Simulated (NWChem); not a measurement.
System: C2H3, doublet; SMILES C=[CH]

NWChem input:

```
start job
memory heap 200 mb stack 900 mb global 1100 mb
geometry units angstroms noautosym nocenter noautoz
  C     -0.107039    -0.706819     0.000000
  C     -0.009591     0.590998     0.000000
  H      0.548118    -1.565332     0.000000
  H      0.960152     1.094062     0.000000
  H     -0.885027     1.235967     0.000000
end
basis spherical
  * library def2-tzvpp
end
dft
  odft
  mult 2
  xc pbe0
  iterations 150
end
cosmo
  do_cosmo_smd true
  solvent water
end
task dft energy
```

NWChem printed, in part:

```
             Northwest Computational Chemistry Package (NWChem) 7.3.0
             --------------------------------------------------------

                             Geometry "geometry" -> ""
                             -------------------------

 Output coordinates in angstroms (scale by  1.889725989 to convert to a.u.)

  No.       Tag          Charge          X              Y              Z
 ---- ---------------- ---------- -------------- -------------- --------------
    1 C                    6.0000    -0.10703900    -0.70681900     0.00000000
    2 C                    6.0000    -0.00959100     0.59099800     0.00000000
    3 H                    1.0000     0.54811800    -1.56533200     0.00000000
    4 H                    1.0000     0.96015200     1.09406200     0.00000000
    5 H                    1.0000    -0.88502700     1.23596700     0.00000000

 Effective nuclear repulsion energy (a.u.)      28.5140900097

                                 NWChem DFT Module
                                 -----------------

 Summary of "ao basis" -> "ao basis" (spherical)
 ------------------------------------------------------------------------------
       Tag                 Description            Shells   Functions and Types
 ---------------- ------------------------------  ------  ---------------------
 C                         def2-tzvpp               11       31   5s3p2d1f
 H                         def2-tzvpp                6       14   3s2p1d

 in cosmo_initialize ...
 calling solv_data for solv:h2o

 solvent parameters
 solvname_short: h2o
 solvname_long:  water
 dielec:       78.4000
 dielecinf:     1.7769
 aqueous SMD model solvent descriptors
 dielec:       78.4000
 sola:          0.8200

          ---------------
          -cosmo- solvent
          ---------------
 Cosmo: York-Karplus, doi: 10.1021/jp992097l
 dielectric constant -eps-     =  78.40
 screen = (eps-1)/(eps    )    =   0.98724
 surface charge correction     = lagrangian

   van der Waals surface
 --------------------------

 ---------- ATOMIC COORDINATES (A.U.) ------------ VDWR(ANG.) --
     1   -0.20227438   -1.33569423    0.00000000     1.850
     2   -0.01812436    1.11682428    0.00000000     1.850
     3    1.03579283   -2.95804856    0.00000000     1.200
     4    1.81442419    2.06747739    0.00000000     1.200
     5   -1.67245852    2.33563896    0.00000000     1.200
 number of segments per atom =        128
 number of   points per atom =        128
 atom (   nspa,  nppa )
 ----------------------
    1 (     82,     0 )       0
    2 (     72,     0 )       0
    3 (     54,     0 )       0
    4 (     54,     0 )       0
    5 (     54,     0 )       0
 number of -cosmo- surface points =      316
 molecular surface =     66.686 angstrom**2
 molecular volume  =     44.339 angstrom**3
 -lineq- algorithm             =   0
 -bem- low  level              =   3
 -bem- from -octahedral-
 gaussian surface charge width =   4.50000
 degree of switching           =   1.00000
 switching function tolerance  =   0.00010
 atomic radii =
 --------------
    1  6.000  1.850
    2  6.000  1.850
    3  1.000  1.200
    4  1.000  1.200
    5  1.000  1.200
 ...... end of -cosmo- initialization ......

 nat:                     5
 ixmem:                  1509
 calling mnsol_interface()
 G(SMD-CDS) energy (kcal/mol)  =     3.816
 SMD-CDS SASA (angstrom**2)    =    83.633

            General Information
            -------------------
          SCF calculation type: DFT
          Wavefunction type:  spin polarized.
          No. of atoms     :     5
          No. of electrons :    15
           Alpha electrons :     8
            Beta electrons :     7
          Charge           :     0
          Spin multiplicity:     2
          Use of symmetry is: off; symmetry adaption is: off
          Maximum number of iterations: 150
          AO basis - number of functions:   104
                     number of shells:    40
          Convergence on energy requested:  1.00D-06
          Convergence on density requested:  1.00D-05
          Convergence on gradient requested:  5.00D-04

              XC Information
              --------------
                         PBE0 Method XC Functional
                     Hartree-Fock (Exact) Exchange  0.250
          PerdewBurkeErnzerhof Exchange Functional  0.750
            Perdew 1991 LDA Correlation Functional  1.000 local
           PerdewBurkeErnz. Correlation Functional  1.000 non-local

             Grid Information
             ----------------
          Grid used for XC integration:  medium
          Radial quadrature: Mura-Knowles
          Angular quadrature: Lebedev.
          Tag              B.-S. Rad. Rad. Pts. Rad. Cut. Ang. Pts.
          ---              ---------- --------- --------- ---------
          C                   0.70       49           8.0       434
          H                   0.35       45          10.0       434
          Grid pruning is: on
          Number of quadrature shells:   233
          Spatial weights used:  Erf1

      Superposition of Atomic Density Guess
      -------------------------------------

 Sum of atomic energies:         -76.84208400

      Non-variational initial energy
      ------------------------------

 Total energy =     -77.748135
 1-e energy   =    -158.033461
 2-e energy   =      51.771235
 HOMO         =      -0.168443
 LUMO         =       0.018530

[...]

                                COSMO-SMD solvation results
                                ---------------------------

             internal energy in gas <Psi(g)|H|Psi(g)> =       -77.830710127334
         internal energy in solvent <Psi(s)|H|Psi(s)> =       -77.830004158472
                               delta internal energy  =         0.000705968862 (    0.44 kcal/mol)
   total free energy in solvent <Psi(s)|H+V/2|Psi(s)> =       -77.834938614433
 polarization energy contribution <Psi(s)|V/2|Psi(s)> =        -0.004934455961 (   -3.10 kcal/mol)
    total free energy in solvent including G(SMD-CDS) =       -77.828858179477
                       G(SMD-CDS) energy contribution =         0.006080434955 (    3.82 kcal/mol)
     1 M fixed-concentration free energy of solvation =         0.001851947856 (    1.16 kcal/mol)

                    DFT Final Alpha Molecular Orbital Analysis
                    ------------------------------------------

 Vector    6  Occ=1.000000D+00  E=-4.485065D-01
              MO Center= -2.1D-01,  2.3D-01,  3.4D-11, r^2= 1.8D+00
   Bfn.  Coefficient  Atom+Function         Bfn.  Coefficient  Atom+Function
  ----- ------------  ---------------      ----- ------------  ---------------
     7      0.243910  1 C  py                38     -0.230440  2 C  py
    92     -0.214576  5 H  s                 37      0.205594  2 C  px
    10      0.166454  1 C  py                40      0.156330  2 C  px
    91     -0.150841  5 H  s                 41     -0.143627  2 C  py
    64     -0.116709  3 H  s                 63     -0.087667  3 H  s

 Vector    7  Occ=1.000000D+00  E=-3.105176D-01
              MO Center= -5.8D-02, -1.1D-01, -3.5D-09, r^2= 1.4D+00
   Bfn.  Coefficient  Atom+Function         Bfn.  Coefficient  Atom+Function
  ----- ------------  ---------------      ----- ------------  ---------------
     8      0.309072  1 C  pz                11      0.276312  1 C  pz
    39      0.276940  2 C  pz                42      0.238516  2 C  pz
    14      0.158388  1 C  pz                45      0.141616  2 C  pz

 Vector    8  Occ=1.000000D+00  E=-2.581904D-01
              MO Center= -2.2D-01, -4.7D-01,  3.8D-10, r^2= 1.8D+00
   Bfn.  Coefficient  Atom+Function         Bfn.  Coefficient  Atom+Function
  ----- ------------  ---------------      ----- ------------  ---------------
     6      0.375297  1 C  px                 9      0.348960  1 C  px
    12      0.261085  1 C  px                 5     -0.200359  1 C  s
    78     -0.155368  4 H  s                 79     -0.126557  4 H  s
    10      0.112699  1 C  py                 7      0.107385  1 C  py
    37     -0.103012  2 C  px                 4     -0.096616  1 C  s

 Vector    9  Occ=0.000000D+00  E=-2.152414D-03
              MO Center= -4.3D-02,  4.9D-03, -1.2D-09, r^2= 2.5D+00
   Bfn.  Coefficient  Atom+Function         Bfn.  Coefficient  Atom+Function
  ----- ------------  ---------------      ----- ------------  ---------------
    45     -0.660048  2 C  pz                14      0.623575  1 C  pz
    39     -0.295924  2 C  pz                 8      0.290950  1 C  pz
    11      0.266664  1 C  pz                42     -0.259360  2 C  pz
    21     -0.035665  1 C  d -1              52     -0.030702  2 C  d -1
    71      0.027334  3 H  pz                85     -0.027201  4 H  pz

 Vector   10  Occ=0.000000D+00  E= 8.845340D-02
              MO Center=  2.1D-01,  9.2D-01, -3.2D-10, r^2= 5.2D+00
   Bfn.  Coefficient  Atom+Function         Bfn.  Coefficient  Atom+Function
  ----- ------------  ---------------      ----- ------------  ---------------
    36      3.024810  2 C  s                 93     -1.804251  5 H  s
    79     -1.660085  4 H  s                 35      1.365858  2 C  s
    65     -0.878135  3 H  s                 13     -0.845050  1 C  py
     5     -0.721875  1 C  s                 10     -0.422680  1 C  py
    44      0.336949  2 C  py                12      0.276849  1 C  px

 Vector   11  Occ=0.000000D+00  E= 1.004259D-01
              MO Center=  3.3D-01, -9.8D-01,  1.8D-10, r^2= 5.8D+00
   Bfn.  Coefficient  Atom+Function         Bfn.  Coefficient  Atom+Function
  ----- ------------  ---------------      ----- ------------  ---------------
    65     -2.390011  3 H  s                  5      2.226580  1 C  s
    93      1.234370  5 H  s                 36     -1.208746  2 C  s
     4      0.999806  1 C  s                 35     -0.717287  2 C  s
    12      0.526634  1 C  px                79     -0.352220  4 H  s
    44      0.337041  2 C  py                41      0.327244  2 C  py

                     DFT Final Beta Molecular Orbital Analysis
                     -----------------------------------------

 Vector    5  Occ=1.000000D+00  E=-4.646048D-01
              MO Center=  2.6D-01,  1.8D-01, -8.2D-11, r^2= 1.6D+00
   Bfn.  Coefficient  Atom+Function         Bfn.  Coefficient  Atom+Function
  ----- ------------  ---------------      ----- ------------  ---------------
     7      0.233274  1 C  py                38     -0.233180  2 C  py
    37     -0.203695  2 C  px                78     -0.193677  4 H  s
    10      0.158801  1 C  py                40     -0.156482  2 C  px
    41     -0.142953  2 C  py                77     -0.139482  4 H  s
    64     -0.125366  3 H  s                  6     -0.107119  1 C  px

 Vector    6  Occ=1.000000D+00  E=-4.312732D-01
              MO Center= -1.5D-01,  3.7D-01, -2.1D-11, r^2= 1.8D+00
   Bfn.  Coefficient  Atom+Function         Bfn.  Coefficient  Atom+Function
  ----- ------------  ---------------      ----- ------------  ---------------
    37      0.258303  2 C  px                92     -0.207583  5 H  s
    40      0.202463  2 C  px                 7      0.190780  1 C  py
    38     -0.180583  2 C  py                91     -0.153764  5 H  s
    10      0.122562  1 C  py                41     -0.120877  2 C  py
    64     -0.119765  3 H  s                 78      0.099441  4 H  s

 Vector    7  Occ=1.000000D+00  E=-3.018801D-01
              MO Center= -4.1D-02,  3.1D-02, -4.2D-09, r^2= 1.4D+00
   Bfn.  Coefficient  Atom+Function         Bfn.  Coefficient  Atom+Function
  ----- ------------  ---------------      ----- ------------  ---------------
    39      0.310571  2 C  pz                42      0.277900  2 C  pz
     8      0.270428  1 C  pz                11      0.230485  1 C  pz
    45      0.172771  2 C  pz                14      0.134860  1 C  pz

 Vector    8  Occ=0.000000D+00  E=-7.096214D-02
              MO Center= -3.1D-01, -6.2D-01,  4.0D-10, r^2= 2.0D+00
   Bfn.  Coefficient  Atom+Function         Bfn.  Coefficient  Atom+Function
  ----- ------------  ---------------      ----- ------------  ---------------
    12      0.344852  1 C  px                 6      0.328252  1 C  px
    79     -0.277832  4 H  s                  9      0.274445  1 C  px
    13      0.259895  1 C  py                 5     -0.233765  1 C  s
    93      0.222984  5 H  s                 65      0.209300  3 H  s
    36     -0.202985  2 C  s                 78     -0.118238  4 H  s

 Vector    9  Occ=0.000000D+00  E= 9.985455D-03
              MO Center= -3.9D-02, -1.4D-01, -8.7D-10, r^2= 2.5D+00
   Bfn.  Coefficient  Atom+Function         Bfn.  Coefficient  Atom+Function
  ----- ------------  ---------------      ----- ------------  ---------------
    14      0.682611  1 C  pz                45     -0.645629  2 C  pz
     8      0.306957  1 C  pz                39     -0.272728  2 C  pz
    11      0.266245  1 C  pz                42     -0.246308  2 C  pz
    52     -0.036270  2 C  d -1              71      0.033528  3 H  pz

 Vector   10  Occ=0.000000D+00  E= 9.341961D-02
              MO Center=  3.5D-02,  1.1D+00, -6.8D-10, r^2= 4.8D+00
   Bfn.  Coefficient  Atom+Function         Bfn.  Coefficient  Atom+Function
  ----- ------------  ---------------      ----- ------------  ---------------
    36      2.970451  2 C  s                 93     -1.952439  5 H  s
    79     -1.596720  4 H  s                 35      1.464324  2 C  s
     5     -0.840268  1 C  s                 13     -0.722085  1 C  py
    65     -0.520615  3 H  s                 10     -0.443228  1 C  py
    44      0.336425  2 C  py                43     -0.225102  2 C  px

   alpha - beta orbital overlaps
   -----------------------------

   alpha      1      2      3      4      5      6      7      8      9     10
    beta      1      2      3      4      5      6      7      8      9     10
 overlap   0.996  0.996  0.995  0.992  0.981  0.975  0.995  0.973  0.994  0.989

   alpha     11     12     13     14     15     16     17     18     19     20
    beta     11     12     13     14     15     16     17     18     19     20
 overlap   0.989  0.994  0.983  0.987  0.995  0.935  0.844  0.844  0.995  0.992

   alpha     21     22     23     24     25     26     27     28     29     30
    beta     21     22     23     24     25     26     27     28     29     30
 overlap   0.993  0.995  0.996  0.994  0.991  0.998  0.990  0.994  0.994  0.998

   alpha     31     32     33     34     35     36     37     38     39     40
    beta     31     32     33     34     35     36     37     38     39     40
 overlap   0.986  0.999  0.990  0.998  0.997  0.997  0.984  0.960  0.963  0.999

   alpha     41     42     43     44     45     46     47     48     49     50
    beta     41     42     45     43     44     47     46     48     49     50
 overlap   0.990  0.996  0.890  0.970  0.916  0.992  0.996  0.993  0.992  0.999

[...]
```

Level: PBE0/def2-TZVPP, spin-unrestricted, SMD on the gas-phase geometry. In the optimisation the excess spin sits in a' (Cs, its own frame). Structure relaxed at the PBE0-D3(BJ)/def2-TZVP, spin-unrestricted level. No stability test was run on the SCF state. Solvent: water.
